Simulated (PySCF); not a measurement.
Species: C₃H₆NO (doublet state).
Structure used (GFN2-xTB), in Å, numbered top down from 1:
```
atom  x, y, z in Å
C1     2.0177    0.0714    0.1030
N2     0.6987   -0.1243    0.3437
C3    -0.3126    0.2275   -0.5226
C4    -1.6877   -0.1079    0.0079
O5    -0.0905    0.7522   -1.5975
H6     2.2898    0.5347   -0.8224
H7     2.7353   -0.2262    0.8374
H8     0.4379   -0.5584    1.2192
H9    -2.4323    0.1927   -0.7228
H10   -1.8740    0.4195    0.9423
H11   -1.7768   -1.1786    0.1856
```

The hyperfine couplings belong to this conformer and change with its torsions.

Identity: `[CH2]NC(=O)C` [radical].

Computed, not measured: PySCF, UKS B3LYP, pcH-1 on C H N O, non-relativistic, mean-field spin-orbit, GIAO. One conformer (not necessarily the lowest) at the GFN2-xTB geometry, without solvent, vibrations or thermal averaging. The geometry wasn't refined by DFT: couplings that depend on bond lengths, twists or pyramidal angles can differ widely from those at the functional's own minimum. The SCF solution wasn't tested for stability.

(1) The isotropic 13C couplings are +70.6, -4.7, +1.6 MHz. Assign them to C1; C3; C4.

Answers

(1) 
```json
{"site": "C1", "a_iso (MHz)": "+70.6", "ρ(0) (bohr⁻³)": "+0.0628", "position": "largest spin population", "distance from C1 (Å)": "0.00", "spin population": "+0.90", "largest |T| (MHz)": "139.5"}
{"site": "C3", "a_iso (MHz)": "+1.6", "ρ(0) (bohr⁻³)": "+0.0014", "position": "2 bonds from C1", "distance from C1 (Å)": "2.42", "spin population": "+0.06", "largest |T| (MHz)": "12.2"}
{"site": "C4", "a_iso (MHz)": "-4.7", "ρ(0) (bohr⁻³)": "-0.0041", "position": "3 bonds from C1", "distance from C1 (Å)": "3.71", "spin population": "-0.01", "largest |T| (MHz)": "0.7"}
```

ρ(0) is the spin density at the nucleus and T the dipolar tensor; entries for several nuclei are means. The Mulliken spin populations are largest on C1 (+0.90), O5 (+0.10) and C3 (+0.06). C1 is the only atom above +0.15. The angles at C1 add up to 360.0°, so it is planar; its axial dipolar tensor and the negative couplings of its protons fit spin in a p orbital normal to that plane.

Nuclei that the bonding pattern makes equivalent are averaged, as if the motion that swaps them (rotation, inversion, ring flip) were fast. H6 and H7 aren't averaged: C1 is flat or nearly so (angle sum 360°), and its turn about the short C1–N2 bond (1.36 Å) is taken as slow. The three 1H nuclei of mean +7.7 MHz run from -0.6 to 11.9 MHz in the frozen geometry.
